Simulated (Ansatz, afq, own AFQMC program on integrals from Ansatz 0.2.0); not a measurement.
Two steps: Ansatz 0.2.0 writes the Fock matrix and Cholesky factors of the valence space, and afq projects on them the lowest state that overlaps trial and start.

```yaml
crystal:
  periodic: [false, false, false]
  atoms:
    - {symbol: N, position_ang: [-0.602853, 0.868276, 0.337770]}
    - {symbol: Ti, position_ang: [0.425464, -0.556937, -0.208997]}
    - {symbol: F, position_ang: [0.933541, -1.418395, 1.211915]}
    - {symbol: F, position_ang: [-0.526041, -1.636018, -1.198757]}
    - {symbol: F, position_ang: [1.725768, 0.067680, -1.178028]}
    - {symbol: H, position_ang: [-0.727936, 1.726636, -0.194718]}
    - {symbol: H, position_ang: [-1.166743, 0.880659, 1.185015]}
basis:
  gaussian: {orbitals: def2-TZVP}
total_charge: 1
magnetization: {spin_polarized: true, initial_magnetization: 1}
correlation: {method: ccsd_t, electrons: outside_noble_gas, hamiltonian_folder: ham}
```

```sh
$ ansatz run in.yaml --threads 2 --pin off --events-out ev --progress --plain --max-ram 34560MiB --backend cuda --devices 0, --max-vram 37GiB
```

afq runs on the folder ham with

```
--method phaseless --trial cisd --walkers 300 --populations 10 --least-time 60 --time-step 0.005 --steps-per-block 50 --equilibration-blocks 40 --max-blocks 4000 --target-error 0.00034 --factor-cut 1e-05 --start spin_pure --seed 4049 --release-times 0.24,0.48,0.8,1.2 --release-step 0.04 --release-every 5 --taylor-order 6
```

Times are imaginary, in 1/Eh. The walk had a cap of 515 s. With eight or more populations the least sampling time is a fifth of least-time, and the error comes from their spread.

afq prints:

```
orbitals 168  electrons 16 15  factors 1288 of 1326
reference energy -1202.37863362 Eh
CCSD correlation -1.06817301 Eh in 17 cycles, weight of the determinant in the CISD state 0.7767
energy of the start -1203.445544 Eh
 block  time / (1/Eh)  mean weight  energy / Eh
     1     0.250  1.0001  -1203.425310
     2     0.500  0.9983  -1203.456782
     3     0.750  1.0010  -1203.461375
     4     1.000  1.0033  -1203.477031
     5     1.250  0.9984  -1203.488918
     8     2.000  0.9995  -1203.479560
    11     2.750  1.0007  -1203.489699
    26     6.500  0.9964  -1203.526230
    41    10.250  0.9994  -1203.500783
    46    11.500  1.0018  -1203.526295
    56    14.000  0.9993  -1203.494476
    71    17.750  0.9992  -1203.508228
    86    21.500  0.9966  -1203.488537
   101    25.250  0.9972  -1203.504746
   116    29.000  1.0029  -1203.491645
   131    32.750  1.0040  -1203.506377
   146    36.500  0.9988  -1203.495974
   161    40.250  1.0004  -1203.508342
   176    44.000  0.9975  -1203.507965
   191    47.750  0.9997  -1203.504911
   206    51.500  1.0055  -1203.509515
   221    55.250  0.9969  -1203.508623
   231    57.750  0.9950  -1203.462545
error from the spread of 10 populations
released: time / (1/Eh)  energy / Eh  error  mean overlap
  0.24  -1203.496177  0.002071  0.9904
  0.48  -1203.495228  0.002535  0.9693
  0.80  -1203.497613  0.003936  0.9482
  1.20  -1203.496041  0.007736  0.9375
energy -1203.498529 +/- 0.000963 Eh
(rows thinned)
```

The run passed its tests (sampling time, drift between the halves within three errors, error under three times the target), which doesn't prove that it has relaxed, ending at its cap on processor time.

Against this walk (error 26.2 meV) on the same determinant: CCSD(T) 98.9 meV higher. The error is statistical and leaves out the bias of the constraint. None of these is a sure reference here. The released energies are too noisy to show the bias of the constraint.

Cautions: constraint bias not in the error; error above the target (26.2 against 9.3 meV); no relativity below Rb; outer-core shells of the metal frozen; higher spins were not checked.

The walk took 8.6 min on 1 × NVIDIA H100 80GB HBM3 with 4 threads of AMD EPYC 7R13 Processor (Zen 3) (shared host) (the card was shared). The log's last line is the phaseless energy.
